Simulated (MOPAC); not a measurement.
MOPAC input (AM1):

```
AM1 FORCE THERMO(298,298) PRECISE LET UHF MS=0.5 GEO-OK AUX(PRECISION=9) THREADS=1
C3H5

C     1.36334540 1    0.28180246 1    0.00318372 1
C     0.08168089 1    0.09996538 1   -0.00113103 1
H     2.08924958 1   -0.54690267 1    0.02018036 1
H     1.80753744 1    1.28910189 1   -0.01010489 1
C    -1.25744793 1   -0.35791398 1   -0.00136097 1
H    -1.29934669 1   -1.48098364 1    0.01645529 1
H    -1.80406202 1    0.02626481 1    0.90001645 1
H    -1.79374753 1   -0.00301154 1   -0.92074844 1
```

Problem. Which zero-point energy does it print?

Solution. 40.61 kcal/mol, from the harmonic wavenumbers of AM1.
